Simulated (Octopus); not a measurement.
# A workflow on PN (phosphorus nitride)

Aim: energy and gradient (PZ81 LDA), then the polarisability (PZ81 LDA) of PN (phosphorus nitride). 

The calculation is run with Octopus 16.4.

9 further runs of the same task are left out: 9 set aside as unsound or not needed.

## (1) The structure to begin with

PN has 2 atoms, charge 0, and is taken as a singlet. As SMILES, `N#P`. Geometry: the measured bond length.

Bond lengths: N1–P2 1.491 Å.

## (2) Energy and forces at PZ81 LDA (scalar, in the pseudopotentials, sg15 potentials, box margin 3.5 angstrom, extra states 0, grid spacing 0.19 angstrom, mix field default) (run 1)

Contents of geometry.xyz:

```xyz
2

N      0.000000     0.000000    -0.745433
P      0.000000     0.000000     0.745433
```

On the command line:

```sh
$ OMP_NUM_THREADS=1 octopus > gs.log
```

The program printed:

```text
Version                : 16.4
************************** Calculation Mode **************************
Input: [CalculationMode = gs]
Input: [SpinComponents = unpolarized]
******************************* Space ********************************
Octopus will run in 3 dimension(s).
Octopus will treat the system as periodic in 0 dimension(s).
Input: [AllElectronType = no]
Input: [PseudopotentialSet = sg15]
Reading Coordinates from geometry.xyz
****************************** Species *******************************
  Species 'N'
    type             : pseudopotential
    file format      : UPF2
    valence charge   : 5.0
    atomic number    :   7
    form on file     : kleinman-bylander
    lmax             : 1
    llocal           : -1
    projectors per l : 2
    total projectors : 4
    application form : kleinman-bylander
    orbitals         :  0
    bound orbitals   :  0
  Species 'P'
    type             : pseudopotential
    file format      : UPF2
    valence charge   : 5.0
    atomic number    :  15
    form on file     : kleinman-bylander
    lmax             : 1
    llocal           : -1
    projectors per l : 2
    total projectors : 4
    application form : kleinman-bylander
    orbitals         :  0
    bound orbitals   :  0
***************************** Symmetries *****************************
Symmetry elements : (Cinf) (sigma)
Symmetry group    : Cinfv
Input: [CurvMethod = curv_affine]
Input: [DerivativesStencil = stencil_star]
Input: [SmearingFunction = semiconducting]
Input: [SymmetrizeDensity = no]
******************************* States *******************************
Total electronic charge  =       10.000
Number of states         =        5
States block-size        =        4
************************** Parallelization ***************************
Info: Octopus will run in *serial*
******************************** Grid ********************************
Simulation Box:
  Type = minimum
  Radius  [A] =   3.500
Main mesh:
  Spacing [A] = ( 0.190, 0.190, 0.190)    volume/point [A^3] =      0.00686
  # inner mesh =      34297
  # total mesh =      55009
  Grid Cutoff [eV] =  1041.634699    Grid Cutoff [Ry] =    76.558745
Input: [StatesPack = yes]
** Warning:
**   The XCFunctional that you selected does not match the one used
**   to generate the pseudopotentials.
Input: [StatesOrthogonalization = cholesky_serial]
**************************** Theory Level ****************************
Input: [TheoryLevel = kohn_sham]
Exchange-correlation:
  Exchange
    Slater exchange (LDA)
  Correlation
    Perdew & Zunger (Modified) (LDA)
****************************** Hartree *******************************
Input: [DressedOrbitals = no]
The chosen Poisson solver is 'interpolating scaling functions'
Input: [FilterPotentials = filter_TS]
Info: Pseudopotential for N
  Radii for localized parts:
    local part     =  1.1 A
    non-local part =  1.2 A
    orbitals       =  0.0 A
Info: Pseudopotential for P
  Radii for localized parts:
    local part     =  1.3 A
    non-local part =  1.7 A
    orbitals       =  0.0 A
Input: [RelativisticCorrection = non_relativistic]
Input: [DFTULevel = dft_u_none]
Input: [MagneticConstrain = 0]
****************** Approximate memory requirements *******************
Mesh
  global  :       0.4 MiB
  local   :       1.7 MiB
  total   :       2.1 MiB
States
  real    :       2.1 MiB (par_kpoints + par_states + par_domains)
  complex :       4.2 MiB (par_kpoints + par_states + par_domains)
Info: Generating external potential
      done.
Input: [InteractionTiming = timing_exact]
Info: Octopus initialization completed.
Info: Starting calculation mode.
Info: Allocating ground state wave-functions
      Block       1 contains       4 states:       1 -       4
      Block       2 contains       1 states:       5 -       5
Info: Ground-state allocation done.
Info: Could not find 'restart/gs' directory for restart.
Info: No restart information will be read.
** Warning:
**   Unable to read wavefunctions.
**   Starting from scratch!
**************************** Eigensolver *****************************
Input: [Eigensolver = cg]
Input: [Preconditioner = pre_filter]
Input: [PreconditionerFilterFactor = 0.5000]
Input: [SubspaceDiagonalization = standard]
Input: [MixField = potential] (what to mix during SCF cycles)
Input: [MixingScheme = broyden]
Info: Mixing uses    4 steps and restarts after   20 steps.
Input: [LCAOStart = lcao_states]
Input: [LCAOScaleFactor = 1.000]
Input: [LCAOMaximumOrbitalRadius = 10.58 A]
** Warning:
**   The are no atomic orbitals available, cannot do LCAO.
Info: Unnormalized total charge =      9.974426
Info: Renormalized total charge =     10.000000
Info: Setting up Hamiltonian.
Orthogonalizing wavefunctions.
Info: Ground-state restart information will be written to 'restart/gs'.
Info: SCF using real wavefunctions.
Info: Starting SCF iteration.
*********************** SCF CYCLE ITER #    1 ************************
 etot  =  5.12517244E+02 abs_ev   =  6.84E+03 rel_ev   =  1.37E+01
 ediff =        1.88E+01 abs_dens =  1.50E+01 rel_dens =  1.50E+00
Converged eigenvectors: 0
#  State  Eigenvalue [eV]  Occupation    Error
      1        4.101738    2.000000   ( 1.7E+00)
      2       55.439677    2.000000   ( 3.2E+00)
      3       59.559428    2.000000   ( 3.3E+00)
      4       62.314794    2.000000   ( 3.3E+00)
      5       67.846236    2.000000   ( 3.2E+00)
                                                                     ^
*********************** SCF CYCLE ITER #    2 ************************
 etot  = -7.80789551E+02 abs_ev   =  7.96E+02 rel_ev   =  2.67E+00
 ediff =        4.75E+01 abs_dens =  1.66E+01 rel_dens =  1.66E+00
Converged eigenvectors: 0
#  State  Eigenvalue [eV]  Occupation    Error
      1      -45.794819    2.000000   ( 2.7E-01)
      2      -28.459720    2.000000   ( 5.8E-01)
      3      -28.395897    2.000000   ( 6.2E-01)
      4      -26.441304    2.000000   ( 6.2E-01)
      5      -19.851437    2.000000   ( 6.0E-01)
                                                                     ^
[eigenvalue tables of the cycles between left out]
*********************** SCF CYCLE ITER #    3 ************************
 etot  = -6.96643541E+02 abs_ev   =  5.59E+01 rel_ev   =  2.31E-01
 ediff =        3.09E+00 abs_dens =  2.38E+00 rel_dens =  2.38E-01
*********************** SCF CYCLE ITER #    4 ************************
 etot  = -5.81077218E+02 abs_ev   =  4.66E+01 rel_ev   =  2.39E-01
 ediff =        4.25E+00 abs_dens =  1.97E+00 rel_dens =  1.97E-01
*********************** SCF CYCLE ITER #    5 ************************
 etot  = -5.67164626E+02 abs_ev   =  1.11E+01 rel_ev   =  6.00E-02
 ediff =        5.11E-01 abs_dens =  2.63E-01 rel_dens =  2.63E-02
*********************** SCF CYCLE ITER #    6 ************************
 etot  = -5.18101863E+02 abs_ev   =  3.32E+01 rel_ev   =  2.20E-01
 ediff =        1.80E+00 abs_dens =  4.93E-01 rel_dens =  4.93E-02
*********************** SCF CYCLE ITER #    7 ************************
 etot  = -4.19850981E+02 abs_ev   =  4.43E+01 rel_ev   =  4.15E-01
 ediff =        3.61E+00 abs_dens =  1.66E+00 rel_dens =  1.66E-01
*********************** SCF CYCLE ITER #    8 ************************
 etot  = -4.18059462E+02 abs_ev   =  2.06E+00 rel_ev   =  1.90E-02
 ediff =        6.58E-02 abs_dens =  2.81E-01 rel_dens =  2.81E-02
*********************** SCF CYCLE ITER #    9 ************************
 etot  = -4.17978969E+02 abs_ev   =  1.61E+00 rel_ev   =  1.46E-02
 ediff =        2.96E-03 abs_dens =  1.71E-01 rel_dens =  1.71E-02
*********************** SCF CYCLE ITER #   10 ************************
 etot  = -4.20166656E+02 abs_ev   =  1.57E+00 rel_ev   =  1.44E-02
 ediff =        8.04E-02 abs_dens =  2.82E-01 rel_dens =  2.82E-02
*********************** SCF CYCLE ITER #   11 ************************
 etot  = -4.41110756E+02 abs_ev   =  6.95E+00 rel_ev   =  5.99E-02
 ediff =        7.70E-01 abs_dens =  5.18E-01 rel_dens =  5.18E-02
*********************** SCF CYCLE ITER #   12 ************************
 etot  = -4.46305669E+02 abs_ev   =  2.06E-01 rel_ev   =  1.78E-03
 ediff =        1.91E-01 abs_dens =  2.62E-01 rel_dens =  2.62E-02
[... 12 further cycles ...]
*********************** SCF CYCLE ITER #   25 ************************
 etot  = -4.46496767E+02 abs_ev   =  1.24E-03 rel_ev   =  1.07E-05
 ediff =        2.02E-04 abs_dens =  1.78E-04 rel_dens =  1.78E-05
*********************** SCF CYCLE ITER #   26 ************************
 etot  = -4.46498348E+02 abs_ev   =  9.02E-05 rel_ev   =  7.82E-07
 ediff =        5.81E-05 abs_dens =  7.08E-05 rel_dens =  7.08E-06
*********************** SCF CYCLE ITER #   27 ************************
 etot  = -4.46498428E+02 abs_ev   =  1.90E-05 rel_ev   =  1.65E-07
 ediff =        2.93E-06 abs_dens =  6.21E-06 rel_dens =  6.21E-07
*********************** SCF CYCLE ITER #   28 ************************
 etot  = -4.46498444E+02 abs_ev   =  3.33E-06 rel_ev   =  2.89E-08
 ediff =        5.99E-07 abs_dens =  1.71E-06 rel_dens =  1.71E-07
*********************** SCF CYCLE ITER #   29 ************************
 etot  = -4.46498261E+02 abs_ev   =  3.19E-05 rel_ev   =  2.76E-07
 ediff =        6.72E-06 abs_dens =  6.86E-06 rel_dens =  6.86E-07
*********************** SCF CYCLE ITER #   30 ************************
 etot  = -4.46498179E+02 abs_ev   =  5.16E-06 rel_ev   =  4.47E-08
 ediff =        3.01E-06 abs_dens =  3.40E-06 rel_dens =  3.40E-07
*********************** SCF CYCLE ITER #   31 ************************
 etot  = -4.46498182E+02 abs_ev   =  2.37E-06 rel_ev   =  2.05E-08
 ediff =        1.01E-07 abs_dens =  1.21E-07 rel_dens =  1.21E-08
*********************** SCF CYCLE ITER #   32 ************************
 etot  = -4.46498136E+02 abs_ev   =  8.59E-06 rel_ev   =  7.44E-08
 ediff =        1.70E-06 abs_dens =  1.63E-06 rel_dens =  1.63E-07
*********************** SCF CYCLE ITER #   33 ************************
 etot  = -4.46498195E+02 abs_ev   =  1.47E-05 rel_ev   =  1.28E-07
 ediff =        2.17E-06 abs_dens =  1.86E-06 rel_dens =  1.86E-07
*********************** SCF CYCLE ITER #   34 ************************
 etot  = -4.46498274E+02 abs_ev   =  1.30E-05 rel_ev   =  1.13E-07
 ediff =        2.92E-06 abs_dens =  2.87E-06 rel_dens =  2.87E-07
*********************** SCF CYCLE ITER #   35 ************************
 etot  = -4.46498258E+02 abs_ev   =  4.78E-06 rel_ev   =  4.14E-08
 ediff =        5.95E-07 abs_dens =  5.22E-07 rel_dens =  5.22E-08
Converged eigenvectors: 1
#  State  Eigenvalue [eV]  Occupation    Error
      1      -21.127850    2.000000   ( 5.2E-09)
      2      -12.242640    2.000000   ( 1.1E-08)
      3       -8.332200    2.000000   ( 1.2E-08)
      4       -8.332200    2.000000   ( 1.4E-08)
      5       -7.664182    2.000000   ( 7.1E-09)
                                                                     ^
*********************** SCF CYCLE ITER #   36 ************************
 etot  = -4.46498239E+02 abs_ev   =  2.79E-06 rel_ev   =  2.42E-08
 ediff =        7.08E-07 abs_dens =  7.12E-07 rel_dens =  7.12E-08
Converged eigenvectors: 5
#  State  Eigenvalue [eV]  Occupation    Error
      1      -21.127850    2.000000   ( 8.1E-09)
      2      -12.242640    2.000000   ( 7.2E-09)
      3       -8.332200    2.000000   ( 9.2E-09)
      4       -8.332200    2.000000   ( 8.2E-09)
      5       -7.664182    2.000000   ( 8.1E-09)
                                                                     ^
Info: SCF converged in   36 iterations
Info: Number of matrix-vector products:       1725
Octopus emitted 3 warnings.
```

Run time: 4.8 s. Hardware: 1 thread of Arm Neoverse V1, shared host; peak memory 0.07 GiB.

(Part 1 of 2 ends here.)
